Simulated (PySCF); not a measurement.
CH₂NSi (doublet state).
SMILES with atom numbers: `[N:1]#[C:2][SiH2:3]` (hydrogens: H4, H5 on Si3)

Level of theory: UKS B3LYP, pcH-1 on C H N Si, non-relativistic, mean-field spin-orbit, GIAO in PySCF 2.14.0. Geometry: GFN2-xTB; no solvent, vibrations or thermal averaging. A GFN2-xTB geometry isn't a minimum of the functional, and hyperfine couplings can be far from their values at a DFT geometry, by a factor of two or more for some ions and for spin on atoms past the first row.

Q: Give the principal g shifts and their parts.

A: 
```csv
Δg (ppm),1,2,3
relativistic mass correction,-141,-141,-141
gauge correction,1,37,39
orbital Zeeman/spin–orbit,18,1241,2245
total,-122,1137,2144
```

So g = 2.00220, 2.00346, 2.00446 and g_iso = 2.00337; the tensor is rhombic: the two nearest values differ by 44 % of g3 − g1. Axes: g3 points within 4° of the N1–C2 bond.

Q: How much does each term add to the isotropic shift?

A: The orbital-Zeeman/spin–orbit term 1168, the mass correction -141 and the gauge correction 26 ppm, for a total of 1053 ppm. The orbital-Zeeman/spin–orbit term is the largest in size. The mass correction is the same along every axis, so the anisotropy comes from the other two: their spans along these axes are 38 (gauge) and 2228 ppm (orbital Zeeman/spin–orbit).

Q: What effective moment and Curie constant follow for a powder?

A: With the mean of g² = 4.0135 and S(S+1) = 0.75: μ_eff = √(⟨g²⟩S(S+1)) = 1.735 μB and χT = 0.12505·⟨g²⟩·S(S+1) = 0.376 cm³ K/mol (cgs; spin-Hamiltonian part alone).

Q: In a frozen sample, at which fields do the three g values resonate at 9.5, 34, 94 and 263 GHz (hyperfine left aside), and which band first spreads them over more than twice a line width of 0.3 mT?

A: 
```csv
band,GHz,B(g3) mT,B(g2) mT,B(g1) mT,spread mT
X,9.5,338.62,338.79,339.00,0.38
Q,34.0,1211.91,1212.52,1213.28,1.37
W,94.0,3350.57,3352.25,3354.36,3.79
J,263.0,9374.46,9379.17,9385.07,10.61
```

The spread grows in proportion to the frequency. Q band is the first where it exceeds 0.6 mT.

The Mulliken spin populations are largest on Si3 (+1.00), N1 (+0.19) and C2 (-0.11). The positive populations add up to 1.19 and the negative ones to -0.19, together 2S = 1. The angles at Si3 add up to 356.1°, so it is nearly planar; its axial dipolar tensor and the negative couplings of its protons fit spin in a p orbital normal to that plane.

The HOMO–LUMO gaps are 5.32 eV among the α and 6.31 eV among the β orbitals.
